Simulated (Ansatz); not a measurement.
# triplet LiP: levels of theory in one basis

```yaml
atoms:
  - { symbol: Li, position_ang: [0.0000, 0.0000, -1.1682] }
  - { symbol: P, position_ang: [0.0000, 0.0000, 1.1682] }
```

Basis set: def2-SVP (spherical functions). Left uncorrelated: 5 orbitals. Correlation on ROHF uses semicanonical orbitals with singles. Charge 0, multiplicity 3.

Computed with Ansatz (development build ahead of 0.2.0); each method stands on the lowest determinant of its kind that the runs found.

| method | E − E(ROHF) (eV) | <S²> of the determinant |
| --- | --- | --- |
| ROHF | 0.00 | – |
| UHF | -0.11 | 2.01 |
| ROHF-MP2 | -2.27 | – |
| UHF-MP2 | -2.26 | 2.01 |

Task: What does ROHF-CCSD(T) give on the same scale?

Result: -2.83 eV.
